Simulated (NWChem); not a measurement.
System: formaldehyde (CH₂O); SMILES C=O

Computed with NWChem. Pople sets run with spherical d functions. Level Hartree-Fock/6-31G*: optimisations from one semi-empirical or force-field start; each run changes one setting, and all end within 0.3 mHa of each other.

```json
[
 {"setting": "redundant internal coordinates, default thresholds", "optimisation steps": "4"},
 {"setting": "loose thresholds", "optimisation steps": "2"},
 {"setting": "tight thresholds", "optimisation steps": "5"},
 {"setting": "trust radius 0.05", "optimisation steps": "4"},
 {"setting": "Cartesian coordinates", "optimisation steps": "3"}
]
```
